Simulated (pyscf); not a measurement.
Optimised with ωB97X-D3(BJ)/def2-SVP in PySCF.

Estimate the classical barrier height and the reaction energy of H₂Si=AsH + H₂O → HO–SiH=AsH + H₂ at r²SCAN/def2-TZVP. The step runs on the singlet surface, breaks H–Si, H–O and forms O–Si, H–H; take the separated reactants as zero.

ΔE‡ = 57.2 kJ/mol, ΔE = -82.0 kJ/mol. ωB97M-D3(BJ)/def2-TZVP gives 74.0 kJ/mol and -76.7 kJ/mol. Zero-point energy shifts the barrier by -0.1 kJ/mol. It is a four-centre exchange, with an imaginary mode of 1539i cm⁻¹. On the reactant side the descent ends in an adduct with a O–Si contact, 43.0 kJ/mol under the separated species and 121.2 kJ/mol under the saddle at ωB97X-D3(BJ)/def2-TZVP. What is counted as formed (O–Si) is already present as a longer contact in the reactant adduct; forming that adduct is a step of its own. The same reactants have a lower exit, to HO–SiH₂–AsH₂ (barrier -26.5 kJ/mol at ωB97M-D3(BJ)/def2-TZVP, against +74.0 kJ/mol here). One saddle was located; it need not be the lowest between these sides. Elements up to Kr have no core potential and no relativistic terms here.
